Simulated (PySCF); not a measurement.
## Ionising SO

ROHF-CCSD(T); PySCF, no relativity, basis sets S def2-TZVPPD, O def2-TZVPPD. Neutral (ROHF): triplet (π ↑↑), Re = 1.493 Å, ωe = 1145 cm⁻¹, De = 5.14 eV.

SO⁻ (UHF): doublet (π ↑), Re = 1.580 Å, ωe = 919 cm⁻¹. The energies at the minima are -472.81457 hartree for SO and -472.84922 for SO⁻.

(1) Work out the adiabatic electron affinity, without and with harmonic zero-point energies (1 hartree = 27.2114 eV, 1 eV = 8065.5 cm⁻¹), and the change of the bond length.

Correlated steps freeze 6 core orbitals. UHF and ROHF references stand side by side, which adds small steps between rows. States were picked by a PBE0 search and need not be the measured ground states.

Neutral and ion stand on different kinds of reference determinant, which adds to the error of the difference.

## Answers

(1) At CCSD(T): 0.03465 hartree = 0.943 eV between the minima; the zero-point term (1145.0 − 919.0)/2 cm⁻¹ = +0.014 eV makes it 0.957 eV. Re changes by +8.7 pm against the neutral. The electron enters a π orbital, and the longer bond of the ion fits an antibonding orbital, or a change in how ionic the bond is.
